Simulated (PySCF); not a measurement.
The isolated species `[C-]#[N+]C#N` (isocyanogen) is ionised with Mg Kα (hν = 1253.6 eV). Calculated photoelectron kinetic energies of its computed core levels, recoil neglected:

```tsv
line	kinetic energy (eV)
1	958.58
2	847.03
3	844.58
```

Level of theory: PySCF 2.14.0, delta-SCF UKS SCAN, pcX-2 on the ionised atom, pcseg-1 elsewhere, spin-free X2C.

Q: Convert to binding energies and name the level and atom behind each line. Numbering: `[C-:1]#[N+:2][C:3]#[N:4]`.

A: Against the vacuum level, binding energy = hν − kinetic energy.

```tsv
line	binding energy (eV)	level	atoms	environment
1	295.02	C 1s	C3	cyano carbon
2	406.57	N 1s	N4	cyano nitrogen
3	409.02	N 1s	N2	isocyanide nitrogen
```

Q: Where does line 3 move with hν = 1486.6 eV?

A: To 1486.6 − 409.02 = 1077.58 eV; every photoline shifts by the change in photon energy, +233.0 eV.

The listed N 1s values span 2.45 eV, from N4 (bonded to C (triple bond)) to N2 (bonded to C (triple bond) and C).

Q: Which photon wavelength matches the C 1s of C3 threshold?

A: λ = hc/E = 12398.42 eV Å / 295.02 eV = 42.026 Å.

Other core shells, valence and Auger electrons aren't listed. The list is incomplete; no value stands for C 1s of C1 (hole states with ⟨S²⟩ of 1 or more are left out). Isolated species at its GFN2-xTB geometry, gas phase.
